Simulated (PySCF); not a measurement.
Isomers of C6H14. Computed with PySCF 2.14.0, density-fitted response routines, TDDFT PBE0/def2-SVPD, vertical, gas phase, core orbitals frozen in the response. Geometries: GFN2-xTB; one conformer of each isolated species. Triplets are in the Tamm–Dancoff approximation.

A. 2-methylpentane (`CCCC(C)C`)
B. 3-methylpentane (`CCC(C)CC`)
C. n-hexane (`CCCCCC`)

Lowest singlet levels (six at most, fewer where fewer were computed) with oscillator strengths:

1. 8.31 eV (f 0.000); 8.66 eV (f 0.000); 8.71 eV (f 0.039); 8.81 eV (f 0.002); 8.92 eV (f 0.000); 8.95 eV (f 0.005); T1 8.21 eV
2. 8.31 eV (f 0.004); 8.49 eV (f 0.015); 8.68 eV (f 0.002); 8.90 eV (f 0.003); 8.93 eV (f 0.000); 8.94 eV (f 0.000); T1 8.19 eV
3. 8.36 eV (f 0.031); 8.59 eV (f 0.030); 8.70 eV (f 0.003); 8.85 eV (f 0.002); 8.97 eV (f 0.009); 9.00 eV (f 0.004); T1 8.23 eV

Problem. Match each spectrum to its molecule.

Solution. 1 = C, 2 = B, 3 = A.
- A: S1 at 8.36 eV, HOMO→LUMO (98%); Löwdin shares by element: HOMO carbon 65% or more (atoms not listed hold the other 35%); LUMO carbon 38% or more (atoms not listed hold the other 62%); HOMO -8.65 and LUMO 0.82 eV.
- B: S1 at 8.31 eV, HOMO→LUMO (98%); Löwdin shares by element: HOMO carbon 64% or more (atoms not listed hold the other 36%); LUMO carbon 38% or more (atoms not listed hold the other 62%); HOMO -8.62 and LUMO 0.81 eV; point group Cs, 2 of its 6 listed states under f = 0.0005.
- C: S1 at 8.31 eV, HOMO→LUMO (98%); Löwdin shares by element: HOMO carbon 63% or more (atoms not listed hold the other 37%); LUMO carbon 37% or more (atoms not listed hold the other 63%); HOMO -8.61 and LUMO 0.84 eV; point group C2h, 3 of its 6 listed states under f = 0.0005.
A and B have S1 within 0.05 eV of each other; their strongest listed levels stand at 8.36 eV (f 0.031) and 8.49 eV (f 0.015).
A and C have S1 within 0.05 eV of each other; their strongest listed levels stand at 8.36 eV (f 0.031) and 8.71 eV (f 0.039).
B and C have S1 within 0.01 eV of each other; their strongest listed levels stand at 8.49 eV (f 0.015) and 8.71 eV (f 0.039).
